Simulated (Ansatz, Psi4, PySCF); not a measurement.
Gas-phase reaction in SMILES: C[CH]CC → C[C](C)C

Property: isomerisation energy (electronic), in kcal/mol. Set-up: frozen cores in correlated levels; non-relativistic; UHF or UKS for open shells; spin-orbit terms left out; 6-311+G** with 5d; dispersion terms only where a functional's name holds one; six Cartesian d functions in 6-31G* and its kin unless marked 5d. First-principles rows: single points at B3LYP-D3(BJ) geometries (Ansatz, a quantum-chemistry and plane-wave program).

```json
[
 {"level": "BP86/def2-SVP", "program": "PySCF", "isomerisation energy (electronic) (kcal/mol)": "-4.4"},
 {"level": "BP86/6-31G* (5d)", "program": "PySCF", "isomerisation energy (electronic) (kcal/mol)": "-4.5"},
 {"level": "B3LYP/cc-pVDZ", "program": "Ansatz", "isomerisation energy (electronic) (kcal/mol)": "-3.8"},
 {"level": "M06-2X/6-311+G**", "program": "PySCF", "isomerisation energy (electronic) (kcal/mol)": "-3.7"},
 {"level": "wB97X-D/6-31G*", "program": "Psi4", "isomerisation energy (electronic) (kcal/mol)": "-4.3"},
 {"level": "MP2/3-21G", "program": "Ansatz", "isomerisation energy (electronic) (kcal/mol)": "-3.8"},
 {"level": "wB97X-V/def2-TZVPD", "program": "Ansatz", "isomerisation energy (electronic) (kcal/mol)": "-3.8"}
]
```

No value to compare with is used here. The 6 habitual levels span -4.5 (BP86/6-31G* (5d)) to -3.7 kcal/mol (M06-2X/6-311+G**); wB97X-V/def2-TZVPD gives -3.8.

The levels are drawn from those run, B3LYP/6-31G* more often than the rest, none by its result; runs whose electronic state is in doubt are left out.
